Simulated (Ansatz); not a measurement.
**B₂H₃Cl: functionals against CCSD(T) at one geometry**

An exercise on one series of results from a longer session: the logs are not shown, and one member is left open.

Method: single points in def2-TZVPP; program: Ansatz 0.2.0, Gaussian basis.

Correlated methods freeze the cores.

**Where the work starts**

SMILES `BBCl`, 6 atoms, charge 0, spin multiplicity 1.

Atoms are counted from 1 here; the program's logs count them from 0.

Bond lengths: B1–B2 1.676 Å, B1–H4 1.083 Å, B1–H5 1.191 Å, B2–Cl3 1.635 Å, B2–H6 1.314 Å. Angles: B2–B1–H4 125.9°, B2–B1–H5 118.6°, H4–B1–H5 115.4°, B1–B2–Cl3 130.6°, B1–B2–H6 121.5°, Cl3–B2–H6 107.9°.

As a file:

```mol
B2ClH3
  3D, bonds by distance, orders not assigned

  6  5  0  0  0  0  0  0  0  0999 V2000
   -0.3211    0.1352   -0.8478 B   0  0
    0.2715   -0.0455    0.7093 B   0  0
   -0.1758    0.6717    2.1092 Cl  0  0
    0.0462    0.8326   -1.5900 H   0  0
   -1.1796   -0.6015   -1.2208 H   0  0
    1.2300   -0.9015    0.9830 H   0  0
  1  2  8  0
  1  4  8  0
  1  5  8  0
  2  3  8  0
  2  6  8  0
M  END
```

Set-up of the first run:

The input, run/in.yaml:

```yaml
crystal:
  periodic: [false, false, false]
  atoms:
    - {symbol: B, position_ang: [-0.321100, 0.135200, -0.847800]}
    - {symbol: B, position_ang: [0.271500, -0.045500, 0.709300]}
    - {symbol: Cl, position_ang: [-0.175800, 0.671700, 2.109200]}
    - {symbol: H, position_ang: [0.046200, 0.832600, -1.590000]}
    - {symbol: H, position_ang: [-1.179600, -0.601500, -1.220800]}
    - {symbol: H, position_ang: [1.230000, -0.901500, 0.983000]}
basis:
  gaussian: {orbitals: def2-TZVPP}
correlation: {method: ccsd_t}
output: {forces: true}
```

No record of the launch command was kept for these runs.

Steps of the session up to this table: CCSD(T)/def2-TZVPP; PBE0-D4/def2-TZVPP; wB97M-V/def2-TZVPP; r2SCAN-D4/def2-TZVPP; PBE-D4/def2-TZVPP; SPW92/def2-TZVPP; LC-wPBE/def2-TZVPP.

One of the session's tables, all rows but one given; the rest of the session is left out.

```
   method  RMS force component (eV/Å)  angle to CCSD(T) forces (°)  dipole (D)
  CCSD(T)                       1.851                    reference        0.41
  PBE0-D4                       1.809                          4.3        0.42
  wB97M-V                       1.810                          2.7        0.43
r2SCAN-D4                       1.825                          5.0        0.42
   PBE-D4                       1.840                          7.2        0.34
    SPW92                           ?                            ?           ?
  LC-wPBE                       1.803                          3.8        0.48
```

Q: Estimate the row for SPW92 from the others.

As computed: RMS force component (eV/Å): 1.789; angle to CCSD(T) forces (°): 12.3; dipole (D): 0.31. In the column «RMS force component (eV/Å)» it is the lowest.
